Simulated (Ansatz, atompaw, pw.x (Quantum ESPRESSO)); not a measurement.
# pw.x on sc H: one setting changed

Potential: PAW, atompaw 4.2.0.5, PBEsol; core none, reference 1s1; waves: 1s (bound): rc 0.90 bohr; 1s channel at 0.05 Ry: rc 0.90 bohr; 2p channel at 0.3 Ry: rc 0.65 bohr; local part: troulliermartins scheme with l = 2 at 0 Ry, radius 0.85 bohr; core correction: none; augmentation: sinc compensation charge, radius 0.85 bohr; PAW radius 0.90 bohr; waves and projectors: custom polynom2 7 10 vanderbiltortho.

The reference run (k-mesh 18³, cutoffs 40/400 Ry, Fermi–Dirac 0.01 Ry, mixing_beta 0.4, conv_thr 1e-9, no spin) gives 1.70 GPa at 2.993 Å³/atom, where all-electron LAPW gives 1.30 GPa. This run, with its own iteration cap, changes tot_charge to 3, a wrong or extreme entry chosen on purpose.

```
&control
  calculation='scf', prefix='x', pseudo_dir='./', outdir='./tmp', tstress=.true., disk_io='none'
/
&system
  ibrav=0, nat=1, ntyp=1, ecutwfc=40, ecutrho=400, nbnd=7,
  occupations='smearing', smearing='fd', degauss=0.01, tot_charge=3
/
&electrons
  conv_thr=1e-09, mixing_beta=0.4, electron_maxstep=70
/
ATOMIC_SPECIES
H 1.0 H.UPF
CELL_PARAMETERS angstrom
  1.44112695 0.00000000 0.00000000
  0.00000000 1.44112695 0.00000000
  0.00000000 0.00000000 1.44112695
ATOMIC_POSITIONS crystal
H 0.0000 0.0000 0.0000
K_POINTS automatic
18 18 18 0 0 0
```

```bash
pw.x < H.scf.in > H.scf.out
```

Task: How does the run end?

Result: It stops with "efermig: internal error, cannot bracket Ef".

```
Message from routine setup:
     using ibrav=0 with symmetry is DISCOURAGED, use correct ibrav instead
     lattice parameter (alat)  =       2.7233  a.u.
     unit-cell volume          =      20.1978 (a.u.)^3
     number of electrons       =        -2.00
     number of Kohn-Sham states=            7
     kinetic-energy cutoff     =      40.0000  Ry
     charge density cutoff     =     400.0000  Ry
     scf convergence threshold =      1.0E-09
     Exchange-correlation= SLA PW PSX PSC
     number of k points=   220  Fermi-Dirac smearing, width (Ry)=  0.0100
     negative rho (up, down):  2.000E+00 0.000E+00
     iteration #  1     ecut=    40.00 Ry     beta= 0.40
     Error in routine efermig (1):
     internal error, cannot bracket Ef
```

The run took about 1.1 s on one core of a shared host (AMD EPYC 9B14, 90 threads, 708 GiB, load 15).
